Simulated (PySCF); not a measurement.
**Accurate constants of SiF−, step by step**

What constants does extrapolated CCSD(T) give for SiF−, and what does each step add?

Program: PySCF 2.14.0. Level of theory: CCSD(T) on ROHF, no relativity in the base curves; scalar relativity is added as a correction. These are calculated values, not measurements.

3 further runs of the same task are left out: 3 set aside as unsound or not needed.

### Step 1. Set-up

| Item | Value |
| --- | --- |
| molecule | SiF− |
| state | triplet, unpaired electrons π ↑↑ |
| smaller basis | Si aug-cc-pV(D+d)Z, F aug-cc-pVDZ |
| larger basis | Si aug-cc-pV(T+d)Z, F aug-cc-pVTZ |
| frozen core orbitals | 6 |
| extrapolation | correlation as n⁻³ (n = 2, 3), Hartree–Fock as (n+1)·exp(−9√n) |
| corrections | core–valence correlation, scalar relativity |
| distances (Å) | 1.5262, 1.5956, 1.6650, 1.7344, 1.8037, 1.8905, 1.9772 |
| masses (u) | 27.9769, 18.9984 |
| dissociation limit | Si + F− |

Launch:

```sh
$ OMP_NUM_THREADS=4 python comp.py task.json out
```

### Step 2. Coupled cluster at each distance

**Question.** What will these runs give? Wanted: for each run, Re; ωe; ωexe; αe; De.

**Answer**, as computed:

| level | Re (Å) | ωe (cm⁻¹) | ωexe (cm⁻¹) | αe (cm⁻¹) | De (eV) |
| --- | --- | --- | --- | --- | --- |
| CCSD(T)/aug-cc-pVDZ(-PP) | 1.7449 | 614.4 | 4.18 | 0.00495 | 3.199 |
| CCSD(T)/aug-cc-pVTZ(-PP) | 1.6953 | 654.6 | 5.08 | 0.00587 | 3.492 |
| HF/CBS | 1.6559 | 709.8 | 5.85 | 0.00617 | 3.491 |
| MP2/CBS | 1.6929 | 658.1 | 5.06 | 0.00588 | 3.527 |
| CCSD/CBS | 1.6825 | 674.8 | 5.26 | 0.00591 | 3.534 |
| CCSD(T)/CBS | 1.6899 | 661.4 | 5.19 | 0.00593 | 3.558 |
| CCSD(T)/CBS+CV | 1.6865 | 662.4 | 5.22 | 0.00598 | 3.551 |
| CCSD(T)/CBS+CV+SR | 1.6869 | 660.5 | 5.21 | 0.00599 | 3.541 |

**Reading.** The last step gives Re = 1.6869 Å, ωe = 660.5 cm⁻¹ and De = 3.541 eV; the smaller basis alone is off from it by +58.0 mÅ and -0.34 eV. Near the minimum the mean field binds by 3.49 eV and correlation adds 0.06 eV of binding. T1 is 0.021. Spin–orbit coupling and excitations beyond (T) are left out.
